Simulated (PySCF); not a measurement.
Compound: C4H7 (doublet state).
Numbering: `[CH3:1][C@@H:2]1[CH:3][CH2:4]1` (hydrogens: H5, H6, H7 on C1; H8 on C2; H9 on C3; H10, H11 on C4)

Computed geometry: GFN2-xTB, gas phase. This method treats the open shell by occupation alone, without spin polarisation.

Q: Give the optimised bond lengths and angles.

A: 
```json
{"bond": "C1–C2", "length (Å)": "1.513"}
{"bond": "C2–C3", "length (Å)": "1.463"}
{"bond": "C3–C4", "length (Å)": "1.462"}
{"bond": "C2–C4", "length (Å)": "1.521"}
{"bond": "C1–H5, C1–H6, C1–H7", "length (Å)": "1.088"}
{"bond": "C2–H8", "length (Å)": "1.090"}
{"bond": "C3–H9", "length (Å)": "1.069"}
{"bond": "C4–H10", "length (Å)": "1.086"}
{"bond": "C4–H11", "length (Å)": "1.082"}
```

Bonds in one row agree within 0.01 Å and their mean is given. A selection of angles:
```json
{"angle": "C2–C1–H5", "degrees": "110.4"}
{"angle": "C2–C1–H6", "degrees": "110.5"}
{"angle": "H5–C1–H6", "degrees": "108.8"}
{"angle": "H5–C1–H7", "degrees": "108.5"}
{"angle": "C1–C2–C3", "degrees": "121.1"}
{"angle": "C1–C2–C4", "degrees": "118.7"}
{"angle": "C1–C2–H8", "degrees": "112.5"}
{"angle": "C3–C2–C4", "degrees": "58.6"}
{"angle": "C3–C2–H8", "degrees": "117.8"}
{"angle": "C4–C2–H8", "degrees": "118.2"}
{"angle": "C2–C3–C4", "degrees": "62.7"}
{"angle": "C2–C3–H9", "degrees": "132.3"}
{"angle": "C4–C3–H9", "degrees": "131.6"}
{"angle": "C3–C4–H10", "degrees": "119.8"}
{"angle": "C3–C4–H11", "degrees": "118.7"}
{"angle": "C2–C4–C3", "degrees": "58.7"}
{"angle": "C2–C4–H10", "degrees": "120.8"}
{"angle": "C2–C4–H11", "degrees": "116.3"}
{"angle": "H10–C4–H11", "degrees": "112.6"}
```

Torsions: C1–C2–C3–C4 -107° (anticlinal); C1–C2–C4–C3 111° (anticlinal).

The 4 C–C bonds span 1.462 Å (C3–C4, drawn single) to 1.521 Å (C2–C4, drawn single), a spread of 0.059 Å. C3 (carbon bonded to 2 C and H) is pyramidal (angles 132.3°, 131.6° and 62.7°, sum 326.6°, 0.38 Å off the plane of its three neighbours). Of the pairs four or more bonds apart, H5···H11 is among the closest relative to their van der Waals radii: 2.51 Å, 105 % of the sum of Bondi's values. The 3-membered ring C2–C3–C4 has internal angles of 58.6° to 62.7°.

No GFN2-xTB frequencies stand behind this structure, so it isn't proved a minimum.
